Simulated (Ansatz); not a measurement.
# CH2NaO: the cost of one run

All numbers below are computed with Ansatz 0.2.0 (RKS B3LYP-D4/6-31G*).

**1. Starting point**

Bond lengths: O1–C2 1.525 Å, C2–Na3 2.564 Å, O1–H4 0.960 Å, C2–H5 1.177 Å. Angles: O1–C2–Na3 104.4°, O1–C2–H5 102.6°, Na3–C2–H5 104.7°, C2–O1–H4 106.8°.

Structure file:

```xyz
5

O     0.0455   -0.5722    0.9746
C     0.5780    0.2574   -0.1891
Na   -1.0543    2.2267   -0.3708
H     0.0964   -1.4918    0.7057
H     0.3345   -0.4201   -1.1204
```

**2. End point A**

The input, input.yaml:

```yaml
crystal:
  periodic: [false, false, false]
  atoms:
    - { symbol: O, position_ang: [0.04547, -0.57217, 0.97464] }
    - { symbol: C, position_ang: [0.57802, 0.25738, -0.18912] }
    - { symbol: Na, position_ang: [-1.05434, 2.22668, -0.37083] }
    - { symbol: H, position_ang: [0.0964, -1.49182, 0.70572] }
    - { symbol: H, position_ang: [0.33445, -0.42007, -1.12041] }
total_charge: -1
basis:
  gaussian: { orbitals: "6-31G*" }
hamiltonian:
  xc: b3lyp
  dispersion: d4
relax:
  f_tol: 0.015
  max_steps: 40
```

Command:

```
$ ansatz run input.yaml --threads 1 --pin off --max-ram 2048MiB --backend cpu --events-out ev --progress --plain --runs-dir out
```

**Question.** How long does this run take on 1 thread of an x86-64 CPU, shared host, and how much memory does it need?

About 17 s, with a peak of 0.14 GiB.
